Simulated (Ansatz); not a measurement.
Ideal-gas functions of BH₄NO (`NBO`) at 600 K and 1 bar, from an Ansatz frequency run at PBE0-D4/def2-TZVP.

Molar mass 44.85 g/mol, point group Cs (symmetry number 1), electronic degeneracy 1, moments of inertia 8.52, 52.347, 60.867 u Å². Harmonic wavenumbers (cm⁻¹, unscaled): 425, 436, 492, 617, 876, 927, 987, 1102, 1226, 1455, 1631, 2586, 3633, 3746, 3934.

Use S(trans) = R[1.5 ln M + 2.5 ln T − 1.1517]; rotational temperatures θ = 24.2544 K / I; S(rot) = R[ln(√π/σ · √(T³/θAθBθC)) + 1.5]; for each mode x = 1.438777 ν̃/T, S = R[x/(eˣ − 1) − ln(1 − e⁻ˣ)] and H = RT x/(eˣ − 1); 1 cm⁻¹ = 0.0119627 kJ/mol; R = 8.31446 J/(mol·K).

**Question.** By hand: the entropy, in J/(mol·K).

**Answer.** Translation 170.8. Rotation: θ = 2.8468, 0.4633, 0.3985 K, giving 99.7. Vibration, mode by mode: 8.51, 8.31, 7.41, 5.78, 3.52, 3.20, 2.86, 2.30, 1.82, 1.17, 0.83, 0.12, 0.01, 0.01, 0.01, in all 45.8. Electronic 0.0. Sum 316.3 J/(mol·K).

**Question.** By hand: H − E and G − E in kJ/mol, counted from the electronic energy.

**Answer.** Zero-point energy ½ × 24073 × 0.0119627 = 144.0; thermal vibration 17.4; translation, rotation and pV give 4 RT = 20.0. H − E = 181.4 kJ/mol, and G − E = 181.4 − 600 × 316.3/1000 = -8.4 kJ/mol.

Vibration gives 14 % of the entropy. The sum counts one conformer and one mirror image; others add a mixing term.
